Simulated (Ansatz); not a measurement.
# Gold, fcc under PBE: how the cold (Marzari-Vanderbilt) smearing moves the result

A convergence test of the cold (Marzari-Vanderbilt) smearing width. The geometry was relaxed under PBE beforehand and stays fixed; 7 values are run, from 0.01 to 1.0 eV. Wanted are the values from which on the energy stays within 10 and 1 meV/atom, and the pressure within 0.5 GPa, of the narrowest run. Within the series other settings stay, but some runs also write fields, which adds to their time. Spin polarisation is left out.

Method: DFT PBE, plane waves with PAW, scalar-relativistic, in Ansatz 0.2.0.

## 1. Starting point

Symmetry: Fm-3m, No. 225, cubic system. The conventional cell has a = 4.157 Å, b = 4.157 Å, c = 4.157 Å, α = 90.00°, β = 90.00°, γ = 90.00°. Au (site symmetry m-3m) has 12 Au at 2.94 Å as nearest neighbours.

Coordinates:

```cif
data_structure
_symmetry_space_group_name_H-M 'P 1'
_symmetry_Int_Tables_number 1
_cell_length_a 2.9391
_cell_length_b 2.9391
_cell_length_c 2.9391
_cell_angle_alpha 60.000
_cell_angle_beta 60.000
_cell_angle_gamma 60.000
_cell_volume 17.95
loop_
_atom_site_label
_atom_site_type_symbol
_atom_site_fract_x
_atom_site_fract_y
_atom_site_fract_z
_atom_site_occupancy
Au1 Au 0.00000 0.00000 0.00000 1
```

## 2. Width 0.01 eV

The run at 0.01 eV.

input.yaml

```yaml
crystal:
  lattice:
    - [0.0, 2.0782552709, 2.0782552709]
    - [2.0782552709, 0.0, 2.0782552709]
    - [2.0782552709, 2.0782552709, 0.0]
  atoms:
    - { symbol: Au, position: [0.0, 0.0, 0.0] }
hamiltonian:
  xc: pbe
  pseudopotentials:
    kind: paw
    azcp:
      Au: "pseudopotentials/Au.paw.azcp"
basis:
  ecutwfc: 420
  fft_grid_basis: typed
kpoints:
  mp_grid: { grid: [13, 13, 13], shift: [0, 0, 0] }
magnetization:
  spin_polarized: false
scf:
  occupations: { method: cold, width: 0.01 }
  lower_state_search: "off"
output:
  stress: true
```

Run with:

```sh
$ ansatz run input.yaml --threads 1 --pin off --max-ram 3584MiB --backend cpu --events-out ev --progress --plain --runs-dir out
```

## 3. Width 0.03 eV

The run at 0.03 eV.

input.yaml: that of step 2 with these lines changed.

```diff
@@ -21,3 +21,3 @@
 scf:
-  occupations: { method: cold, width: 0.01 }
+  occupations: { method: cold, width: 0.03 }
   lower_state_search: "off"
```

## 4. Width 0.1 eV

The run at 0.1 eV.

input.yaml: that of step 3 with these lines changed.

```diff
@@ -21,3 +21,3 @@
 scf:
-  occupations: { method: cold, width: 0.03 }
+  occupations: { method: cold, width: 0.1 }
   lower_state_search: "off"
@@ -25 +25,5 @@
   stress: true
+  write_density: true
+  write_potential: true
+  elf: true
+  volumetric_format: npy
```

## 5. Width 0.2 eV

The run at 0.2 eV.

input.yaml: that of step 4 with these lines changed.

```diff
@@ -21,3 +21,3 @@
 scf:
-  occupations: { method: cold, width: 0.1 }
+  occupations: { method: cold, width: 0.2 }
   lower_state_search: "off"
```

## 6. Width 0.3 eV

The run at 0.3 eV.

input.yaml: that of step 5 with these lines changed.

```diff
@@ -21,3 +21,3 @@
 scf:
-  occupations: { method: cold, width: 0.2 }
+  occupations: { method: cold, width: 0.3 }
   lower_state_search: "off"
@@ -25,5 +25 @@
   stress: true
-  write_density: true
-  write_potential: true
-  elf: true
-  volumetric_format: npy
```

## 7. Width 0.6 eV

The run at 0.6 eV.

input.yaml: that of step 6 with these lines changed.

```diff
@@ -21,3 +21,3 @@
 scf:
-  occupations: { method: cold, width: 0.3 }
+  occupations: { method: cold, width: 0.6 }
   lower_state_search: "off"
```

## 8. Width 1.0 eV

The run at 1.0 eV.

input.yaml: that of step 7 with these lines changed.

```diff
@@ -21,3 +21,3 @@
 scf:
-  occupations: { method: cold, width: 0.6 }
+  occupations: { method: cold, width: 1.0 }
   lower_state_search: "off"
```

(Steps that only read results are left out.)

Q: Predict the outcome of this session.

**Answer**, as computed:

```
                                           quantity                       value
       E(σ → 0) stays within 10 meV/atom of 0.01 eV                up to 0.6 eV
                   E(σ → 0) stays within 1 meV/atom                up to 0.3 eV
                      pressure stays within 0.5 GPa                up to 0.6 eV
                                pressure at 0.01 eV                   -0.15 GPa
energy of a separate run on a finer mesh (21×21×21)  +2.4 meV/atom from 0.01 eV
```

What this shows: The far end, 1.0 eV, lies -61.0 meV/atom and -1.2 GPa from the yardstick. Over the range F shifts by +37.4 meV/atom, while E(σ → 0) shifts by -61.0. This scheme cancels the term in the square of the width, so F moves little up to 0.2 eV. The mesh (13×13×13) is fixed, so the narrowest widths carry a k-point error of their own. The yardstick itself is unsettled by 2.4 meV/atom against the finer mesh, so the thresholds above hold only within this series, and wider smearing, which averages over more states, can land nearer the fine-mesh value than the narrowest does. The cell taken over is 6 % larger than the measured one (16.96 Å³/atom, COD).
